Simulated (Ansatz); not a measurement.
# SiNH (singlet): from Hartree-Fock to the top rungs, cc-pVTZ

One table from this session's results is given with a row withheld; the runs are named, their logs left out.

Method: cc-pVTZ, core rule «outside noble gas», up to 6 orbitals frozen; program: Ansatz 0.2.0, Gaussian basis.

To be run: UHF; CCSD(T) on RHF; CCSD(T) on UHF; BCCD(T) on RHF; CCSDT(Q) on RHF; CCSDT(Q) on UHF; CASSCF and MRCISD+Q, 10 electrons in 9 orbitals; CASSCF and NEVPT4(SD), 10 electrons in 9 orbitals; CASSCF and NEVPT2, 10 electrons in 9 orbitals.

4 further runs of the same task are left out: 4 set aside as unsound or not needed.

### The geometry

The geometry is a PBE0/def2-TZVP stationary point (not a proven minimum) of the parent state, kept for this charge and spin.

3 atoms, charge 0, spin multiplicity 1.

Atoms are counted from 1 here; the program's logs count them from 0.

Bond lengths: Si1–N2 1.701 Å, N2–H3 1.020 Å. Angles: Si1–N2–H3 125.4°.

The first run:

in.yaml reads:

```yaml
crystal:
  periodic: [false, false, false]
  atoms:
    - {symbol: Si, position_ang: [0.000000, 0.032951, 0.605869]}
    - {symbol: N, position_ang: [0.000000, -0.113788, -1.088955]}
    - {symbol: H, position_ang: [0.000000, 0.663088, -1.749585]}
basis:
  gaussian: {orbitals: cc-pVTZ}
magnetization: {spin_polarized: true, initial_magnetization: 0}
hamiltonian: {xc: hf}
output: {orbitals: {seedname: orbitals}}
```

Started as:

```bash
> ansatz run in.yaml --threads 1 --pin off --events-out ev --progress --plain --max-ram 2816MiB --backend cpu
```

Among the steps run: UHF; CCSD(T) on RHF; CCSD(T) on UHF; BCCD(T) on RHF; CCSDT(Q) on RHF; CCSDT(Q) on UHF; CASSCF and MRCISD+Q, 10 electrons in 9 orbitals; CASSCF and NEVPT4(SD), 10 electrons in 9 orbitals; CASSCF and NEVPT2, 10 electrons in 9 orbitals.

One of the session's tables, all rows but one given; the rest of the session is left out.

| method | from RCCSDT(Q) (meV) |
| --- | --- |
| RHF | +9514.3 |
| UHF | ? |
| RMP2 | +837.7 |
| UMP2 | +1666.3 |
| RCCSD | +626.8 |
| UCCSD | +644.2 |
| RCCSD(T) | +74.2 |
| UCCSD(T) | +126.7 |
| BCCD(T) | +74.1 |
| RCCSDT | +64.8 |
| UCCSDT | +63.6 |
| RCCSDT(Q) | 0 |
| UCCSDT(Q) | -13.6 |
| CASSCF valence | +5627.2 |
| NEVPT2 valence | +1422.0 |
| NEVPT4(SD) valence | +315.6 |
| MRCISD valence | +543.3 |
| MRCISD+Q valence | +160.8 |

**Question.** Estimate the row for UHF.

The run gave: from RCCSDT(Q) (meV): +9400.7. In the column «from RCCSDT(Q) (meV)» it lies between CASSCF valence (+5627.2) and RHF (+9514.3).

Limits of these values: Warnings: restricted reference is unstable; spin contamination; large T1 diagnostic. Restricted and unrestricted rows rest on different reference determinants; where their highest levels disagree by more than a few hundredths of an eV, they describe different states and don't form one ladder.
